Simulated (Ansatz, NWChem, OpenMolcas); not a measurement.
## A ladder of methods for O3 (ozone)

The species is O3 (3 atoms), meant as a singlet with charge 0. As SMILES, `O=[O+][O-]`. The coordinates come from a PBE0-D4/def2-TZVP relaxation.

```
atom    x (Å)    y (Å)    z (Å)
   O   0.8487  -0.5359   0.4095
   O  -0.2289  -0.3176  -0.1594
   O  -0.6198   0.8535  -0.2501
```

Quantity: the atomisation enthalpy at 298 K, in kJ/mol. The values are calculated. The thermal term (zero-point and 298 K enthalpy, harmonic and unscaled) is that of B3LYP-D4/def2-TZVP; the spin-orbit lowering of the free atoms at 298 K, 1.2 kJ/mol by their spectra, is taken off.

**What was measured.** Active Thermochemical Tables gives the atomisation enthalpy at 298 K of the gas as 606 kJ/mol.

```csv
level,kind,program,value (kJ/mol),computed − measured,CPU time (all runs)
SVWN5/def2-TZVPP,LDA,OpenMolcas,999,+393,22 s
M06-L/def2-TZVPP,meta-GGA,NWChem,591,-15,36 s
BHLYP/def2-TZVPP,global hybrid,OpenMolcas,352,-254,24 s
PBE0/def2-TZVPP,global hybrid,Ansatz,573,-33,3.8 s
HSE06/def2-TZVPP,range-separated hybrid,Ansatz,577,-29,4.2 s
B2PLYP/def2-TZVPP,double hybrid,Ansatz,584,-22,4.9 s
BCCD(T)/def2-TZVPP,coupled cluster or CI,Ansatz,538,-68,16 s
CCSD/def2-TZVPP,coupled cluster or CI,NWChem,445,-161,2.9 min
```

Nearest: M06-L/def2-TZVPP (-15 kJ/mol); farthest: SVWN5/def2-TZVPP (+393 kJ/mol). Computed less measured by kind, in kJ/mol (def2-TZVPP rows): LDA +393; meta-GGA -15; global hybrid -254 to -33; range-separated hybrid -29; double hybrid -22; coupled cluster or CI -161 to -68. Wave-function methods converge slowly with the basis and bind too weakly in sets of this size; that is part of their error here. CPU times are rough (shared hosts, several kinds of processor): they show what a rung costs within a factor of a few.
